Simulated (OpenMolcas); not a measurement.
**C4H6 (1-butyne) at CCSD(T)/6-31G**

What is the vertical electron affinity of C4H6 (1-butyne) at CCSD(T)/6-31G? 

Program for the calculation: OpenMolcas 26.06.

2 further runs of the same task are left out: 2 set aside as unsound or not needed.

## (1) The structure to begin with

C4H6: 10 atoms, total charge 0, spin state singlet. As SMILES, `C#CCC`. The coordinates come from a PBE0-D4/def2-TZVP relaxation.

Bond lengths: C1–C2 1.201 Å, C2–C3 1.453 Å, C3–C4 1.526 Å, C1–H5 1.064 Å, C3–H6 1.095 Å, C3–H7 1.095 Å, C4–H8 1.092 Å, C4–H9 1.091 Å, C4–H10 1.091 Å. Some angles: C1–C2–C3 178.8°, C2–C3–C4 112.8°, C2–C1–H5 179.7°, C2–C3–H6 108.8°, C2–C3–H7 108.8°, C4–C3–H6 110.0°, C4–C3–H7 110.0°, C3–C4–H8 110.4°, C3–C4–H9 110.8°, C3–C4–H10 110.8°.

## (2) A single-point energy at CCSD(T)/6-31G

Input file input.xyz:

```xyz
10

C     -0.710750     1.680210    -1.381330
C     -0.058400     0.889370    -0.756470
C      0.705410    -0.079680     0.011620
C     -0.176980    -0.989860     0.861700
H     -1.283760     2.383410    -1.937480
H      1.308110    -0.680710    -0.677310
H      1.415170     0.455960     0.650710
H      0.435830    -1.700320     1.420050
H     -0.763300    -0.406590     1.573470
H     -0.871330    -1.551790     0.235040
```

Input file job.inp:

```
* C4H6 CCSD(T)
&gateway
baslib = $CurrDir
coord = input.xyz
basis = 6-31G
group = NoSym
&seward
&scf
prorbitals = 1 1
&rasscf
fileorb = $Project.ScfOrb
spin = 1
nactel = 0 0 0
inactive = 15
ras2 = 0
outorbitals = Canonical
orblisting = Nothing
&motra
jobiph
frozen = 4
&ccsdt
cct
triples = 2
iterations = 50
extrapolation = 5 4
```

The basis set 6-31G is read from a file made from the Basis Set Exchange's data (not shown).

Run with:

```sh
$ export MOLCAS_MEM=1860
$ pymolcas job.inp > job.log
```

What it wrote:

```text
--- Start Module: gateway ---
[...]
--- Stop Module: gateway /rc=_RC_ALL_IS_WELL_ ---
[...]
      Basis functions           48
[...]
       Convergence after  11 Iterations
[...]
::    Total SCF energy                               -154.8412389994
[...]
      Total spin, S                                     0.0000000000
[...]
      Number of active orbitals                  0
[...]
      Spin quantum number                      0.0
[...]
      Active orbitals                            0
[...]
      Number of CSFs                             1
[...]
      Number of root(s) required                 1
[...]
      Convergence after  4 iterations
[...]
      Natural orbitals and occupation numbers for root  1
      ************************************************************************************************************************
      *                                                    Final results                                                     *
      ************************************************************************************************************************
[...]
::    RASSCF root number  1 Total energy:   -154.84123900
[...]
      Total electronic charge=   30.000000
      Total            charge=   -0.000000
[...]
      Dipole Moment (debye):
      Origin of the operator (angstrom)=   -0.0490    0.3051   -0.2572
                   X=  2.7462E-01               Y= -4.8581E-01               Z=  3.9339E-01           Total=  6.8277E-01
      Quadrupole Moment (debye*angstrom):
[...]
--- Start Module: motra ---
[...]
      *** WARNING: Default frozen orbitals is overwritten by user input.
      *** Default values:   4
[...]
--- Stop Module: motra /rc=_RC_ALL_IS_WELL_ ---
--- Start Module: ccsdt ---
[...]
      Convergence after                    14  Iterations
      Total energy (diff) :    -155.23826419      -0.00000008
[...]
 METHOD                       : CCSD+T(CCSD)+<T3(1)WT1> = CCSD(T)
[...]
       CCSD     =      -155.2382641901343
[...]
--- Stop Module: ccsdt /rc=_RC_ALL_IS_WELL_ ---
[...]
```

Wall time 6.6 s (1 thread of Arm Neoverse V1, shared host); peak memory 0.38 GiB.

## (3) The doublet anion at the same level

input.xyz is that of step 2.

Input file job.input:

```
* C4H6 CCSD(T)
&GATEWAY
BasLib
$CurrDir
Coord
input.xyz
Basis
6-31G
Group
NoSym
&SEWARD
&SCF
UHF
Charge
-1
Spin
2
PrOrbitals
1 1
&RASSCF
FileOrb
$Project.UnaOrb
Spin
2
Nactel
1 0 0
Inactive
15
Ras2
1
OutOrbitals
Canonical
OrbListing
Nothing
&MOTRA
JobIph
Frozen
4
&CCSDT
CCT
Triples
3
Iterations
50
Extrapolation
5 4
```

The basis set 6-31G is read from a file made from the Basis Set Exchange's data (not shown).

Run with:

```sh
$ export MOLCAS_MEM=1860
$ pymolcas job.input > job.log
```

What it wrote:

```text
--- Start Module: gateway ---
[...]
--- Stop Module: gateway /rc=_RC_ALL_IS_WELL_ ---
[...]
      Basis functions           48
[...]
       Convergence after  26 Iterations
[...]
::    Total SCF energy                               -154.6516597394
[...]
      Total spin, S                                     0.5053524372
[...]
      Number of active orbitals                  1
[...]
      Spin quantum number                      0.5
[...]
      Active orbitals                            1
[...]
      Number of CSFs                             1
[...]
      Number of root(s) required                 1
[...]
      Convergence after 13 iterations
[...]
      printout of CI-coefficients larger than  0.05 for root  1
      energy=    -154.649181
      conf/sym  1     Coeff  Weight
             1  u   1.00000 1.00000
      Natural orbitals and occupation numbers for root  1
      sym 1:   1.000000
      ************************************************************************************************************************
      *                                                    Final results                                                     *
[...]
::    RASSCF root number  1 Total energy:   -154.64918124
[...]
      Total electronic charge=   31.000000
      Total            charge=   -1.000000
[...]
      Dipole Moment (debye):
      Origin of the operator (angstrom)=   -0.0490    0.3051   -0.2572
                   X=  8.0312E-01               Y= -2.3633E+00               Z=  1.9589E+00           Total=  3.1729E+00
      Center of Charge (angstrom)
[...]
--- Start Module: motra ---
[...]
      *** WARNING: Default frozen orbitals is overwritten by user input.
      *** Default values:   4
[...]
--- Stop Module: motra /rc=_RC_ALL_IS_WELL_ ---
--- Start Module: ccsdt ---
[...]
      Convergence after                    20  Iterations
      Total energy (diff) :    -155.05116142       0.00000007
[...]
 METHOD                       : CCSD+T(CCSD)+<T3(1)WT1>+<T3(1)UT2> = CCSD(T)
[...]
       CCSD     =      -155.0511614221884
[...]
--- Stop Module: ccsdt /rc=_RC_ALL_IS_WELL_ ---
[...]
```

It took 9.6 s on 1 thread of Arm Neoverse V1, shared host; peak memory 0.38 GiB.

## (4) Results

At CCSD(T)/6-31G, 4 core orbitals frozen:

| quantity | value |
| --- | --- |
| singlet C4H6: total energy | -155.24929 Eh |
| singlet C4H6: dipole moment (mean-field density) | 0.68 D |
| singlet C4H6: HOMO energy (Hartree–Fock orbitals) | -10.26 eV |
| singlet C4H6: LUMO energy (Hartree–Fock orbitals) | 5.74 eV |
| singlet C4H6: HOMO–LUMO gap (Hartree–Fock orbitals) | 16.00 eV |
| singlet C4H6: correlation energy (4 core orbitals frozen) | -408.1 mEh |
| singlet C4H6: (T) correction | -11.03 mEh |
| doublet anion: total energy | -155.06314 Eh |
| doublet anion: (T) correction | -11.98 mEh |
| vertical electron affinity (to the doublet anion) | -5.065 eV |

In words: The anion lies 5.07 eV (117 kcal/mol) above the neutral: the electron isn't bound at this level, and such a value depends on the basis. Without diffuse functions anions come out too high. The triples (singlet C4H6) make up 2.7 % of the correlation energy.
